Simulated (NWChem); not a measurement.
fluoromethane (CH$_{3}$F); SMILES CF

```xyz
5

C      0.0000     0.0000    -0.6018
F      0.0000     0.0000     0.7616
H      0.7326     0.7326    -0.9796
H      0.2681    -1.0007    -0.9796
H     -1.0007     0.2681    -0.9796
```
Atoms are numbered in this order, from 1.

Results from NWChem. Geometry optimised at PBE0/def2-SVP; all other runs use it. Pople sets run with spherical d functions.

```json
[
 {"quantity": "first 1s excitation (eV), F K edge, unshifted", "level": "BHandHLYP/6-311G**, TDA", "value": "685.1"},
 {"quantity": "cavity-dispersion-structure term (kcal/mol) in water", "level": "PBE/6-31G*, SMD", "value": "3.0"},
 {"quantity": "−ε(HOMO) (eV)", "level": "r2SCAN/def2-TZVP", "value": "8.35"},
 {"quantity": "charge (e), Mulliken C1", "level": "B3LYP/def2-SVP", "value": "0.23"},
 {"quantity": "orbital gap (eV)", "level": "N12/6-31G*", "value": "9.81"},
 {"quantity": "anisotropy (bohr³), static", "level": "PBE0/Sadlej pVTZ", "value": "0.9"},
 {"quantity": "dipole (D)", "level": "PBE0/def2-SVP", "value": "1.74"},
 {"quantity": "highest harmonic frequency (cm⁻¹)", "level": "PBE0/def2-SVP", "value": "3138"}
]
```
